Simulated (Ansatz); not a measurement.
Reaction (substitution at a C–O bond): `CC(F)OC=N` + H₂S → `N=CS` + `CC(O)F`

Computed with Ansatz on PBE0-D4/def2-TZVP structures; ΔE is electronic, products minus reactants. CCSD(T)/CBS is the MP2 limit (def2-TZVPP, def2-QZVPP) plus CCSD(T) − MP2 in def2-TZVPP, frozen cores. This one scheme is used for every species. Functionals use def2-TZVPP. Each species was taken in one conformer, which may not be the lowest.

Task: Is it downhill or uphill in electronic energy at CCSD(T)/CBS, and by how much? (An estimate is asked.)

Result: Ansatz gave: Uphill: ΔE = +8.3 kJ/mol.

Task: What do these levels give: PBE-D4, PBE0-D4, B2PLYP, PBE, PBE0, CCSD/def2-TZVPP, CCSD(T)/def2-TZVPP, HF/def2-QZVPP, SCS-MP2/def2-QZVPP, HF/CBS(def2), MP2/CBS(def2), CCSD/CBS(def2)? (Best estimate.)

Result: The calculation gave: PBE-D4 2.5, PBE0-D4 7.0, B2PLYP 7.9, PBE 0.9, PBE0 5.4, CCSD/def2-TZVPP 13.3, CCSD(T)/def2-TZVPP 12.0, HF/def2-QZVPP 20.6, SCS-MP2/def2-QZVPP 7.1, HF/CBS(def2) 20.7, MP2/CBS(def2) 3.8, CCSD/CBS(def2) 9.5 kJ/mol.

Largest T1 diagnostic among the species: 0.014.

From PBE to PBE0 (25 % exact exchange), in def2-TZVPP and without D4, ΔE moves by +4.6 kJ/mol. In def2-TZVPP, CCSD(T) changes the Hartree–Fock value by −8.1 kJ/mol (the triples alone add −1.2 kJ/mol) and MP2 by −12.6 kJ/mol.
